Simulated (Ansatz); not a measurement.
Reaction: SiP2H6 (phosphanylsilylphosphane, SMILES P[SiH2]P) → SiPH4 (SMILES [SiH2]P, doublet) + PH2 (SMILES [PH2], doublet) (the P-Si bond breaks)
Each species at its own B3LYP-D3(BJ)/def2-TZVP minimum (Ansatz, a first-principles code).

Total energies in hartree (Ansatz). UHF or UKS for unpaired electrons; spin-orbit terms are left out. Correlated methods leave the cores frozen. No relativity.

| species | HF/cc-pV(T+d)Z | CCSD(T)/cc-pV(T+d)Z | HF/cc-pV(Q+d)Z | CCSD(T)/cc-pV(Q+d)Z | CCSD(T)/cc-pV(D+d)Z | CCSDT(Q)/cc-pV(D+d)Z |
|---|---|---|---|---|---|---|
| 1: SiP2H6 (phosphanylsilylphosphane, SMILES P[SiH2]P) | -973.95655 | -974.48411 | -973.96645 | -974.52387 | -974.34890 | -974.35135 |
| 2: SiPH4 (SMILES [SiH2]P, doublet) | -631.99214 | -632.31376 | -631.99876 | -632.33807 | -632.23117 | -632.23287 |
| 3: PH2 (SMILES [PH2], doublet) | -341.88871 | -342.05854 | -341.89218 | -342.07094 | -342.01350 | -342.01425 |

Problem. Work out the bond dissociation energy (electronic) in kcal/mol: take Hartree-Fock from cc-pV(Q+d)Z, extrapolate the CCSD(T) correlation energy as X^-3 (X = 3, 4), and add CCSDT(Q) - CCSD(T) in cc-pV(D+d)Z. 1 hartree = 627.51 kcal/mol.

Solution. 
Species 1: correlation (64·(-0.55742) - 27·(-0.52756))/37 = -0.57921; step -0.00245; E1 = -973.96645 + (-0.57921) + (-0.00245) = -974.54811
Species 2: correlation (64·(-0.33931) - 27·(-0.32162))/37 = -0.35222; step -0.00170; E2 = -631.99876 + (-0.35222) + (-0.00170) = -632.35268
Species 3: correlation (64·(-0.17876) - 27·(-0.16983))/37 = -0.18528; step -0.00075; E3 = -341.89218 + (-0.18528) + (-0.00075) = -342.07821
-1·E1 +1·E2 +1·E3 = 0.11722 hartree = 73.6 kcal/mol.
